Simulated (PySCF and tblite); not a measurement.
Dynamics report: planar inversion

System: C3H4N2S, numbered as in [CH3:1][S:2]/[N:3]=[CH:4]/[C:5]#[N:6].

Motion: planar inversion at N3 (torsion C5–C4–N3–S2 from 180° to 0°). The path came from a restrained scan, a climbing-image band and a saddle search at GFN2-xTB; energies are revPBE/pcSseg-1 + D3(BJ)//GFN2-xTB, thermal terms GFN2-xTB. Rates follow Eyring's equation with the number of equivalent paths and no tunnelling. Shieldings: GIAO at the same DFT level; methyl-like tops are averaged, other torsions stay as in the two minima; line shapes leave out couplings. (PySCF 2.14 with density fitting, tblite 0.8.)

```tsv
point	symmetry	E(GFN2) kcal/mol	E(DFT) kcal/mol	ZPE change kcal/mol	lowest mode cm⁻¹	dipole D
start	Cs	0.0	0.0	0.00	35	4.60
saddle	Cs	10.0	15.4	-0.56	279i	3.58
end	Cs	0.5	0.5	0.25	99	1.72
```

```json
{"Electronic barrier": "15.4 kcal/mol", "Barrier with zero-point energy": "14.8 kcal/mol", "ΔH‡ (298 K)": "14.5 kcal/mol", "ΔS‡ (298 K, symmetry apart)": "-1.8 cal/(mol K)", "Paths": "1 equivalent path", "End point": "a different minimum", "Mean lifetime of the start against this motion at 298 K": "18 ms", "Cost": "58 s on 1 thread of Intel Xeon Platinum 8488C, shared host (rough), peak memory 0.57 GiB, launched as `OMP_NUM_THREADS=1 python ens_run.py task.json out`"}
```

```csv
T/K,ΔG‡ kcal/mol,k s⁻¹,ΔG kcal/mol,k back s⁻¹
150,14.9,6.5×10⁻¹⁰,0.9,1.4×10⁻⁸
200,14.9,0.0002,1.0,0.0024
250,15.0,0.41,1.0,3.3
298,15.1,57,1.1,367
350,15.1,2580,1.2,1.4×10⁴
400,15.2,4×10⁴,1.2,1.9×10⁵
500,15.4,1.9×10⁶,1.3,7.2×10⁶
```

ΔG and ΔG‡ leave out symmetry numbers and mirror images; rates count paths: 1 out, 1 back.

Sites that the motion interchanges:

```json
{"nucleus": "¹⁵N", "site": "N3 (start)", "ppm": "415.7", "scale": "δ against NH3"}
{"nucleus": "¹⁵N", "site": "N3 (end)", "ppm": "384.6", "scale": "δ against NH3"}
{"nucleus": "¹⁵N", "site": "N6 (start)", "ppm": "311.1", "scale": "δ against NH3"}
{"nucleus": "¹⁵N", "site": "N6 (end)", "ppm": "322.5", "scale": "δ against NH3"}
{"nucleus": "¹³C", "site": "C4 (start)", "ppm": "120.4", "scale": "δ against TMS"}
{"nucleus": "¹³C", "site": "C4 (end)", "ppm": "116.1", "scale": "δ against TMS"}
{"nucleus": "¹³C", "site": "C1 (start)", "ppm": "33.5", "scale": "δ against TMS"}
{"nucleus": "¹³C", "site": "C1 (end)", "ppm": "29.7", "scale": "δ against TMS"}
```

```tsv
nucleus	sites	¹H MHz	spread Hz	coalescence K	k there s⁻¹
¹⁵N	N3 (start) / N3 (end)	80	253	303	85
¹⁵N	N3 (start) / N3 (end)	200	631	315	222
¹⁵N	N3 (start) / N3 (end)	900	2841	337	1080
¹⁵N	N6 (start) / N6 (end)	80	92	290	29
¹⁵N	N6 (start) / N6 (end)	200	230	302	76
¹⁵N	N6 (start) / N6 (end)	900	1033	322	372
¹³C	C4 (start) / C4 (end)	80	88	290	27
¹³C	C4 (start) / C4 (end)	200	219	301	73
¹³C	C4 (start) / C4 (end)	900	985	321	353
¹³C	C1 (start) / C1 (end)	80	76	288	24
¹³C	C1 (start) / C1 (end)	200	190	299	62
¹³C	C1 (start) / C1 (end)	900	857	319	306
```

Unscaled ¹⁵N shifts at such levels can be off by tens of ppm; differences are more reliable.


¹⁵N shifts are against a computed isolated NH3 molecule, about 20 ppm from the liquid.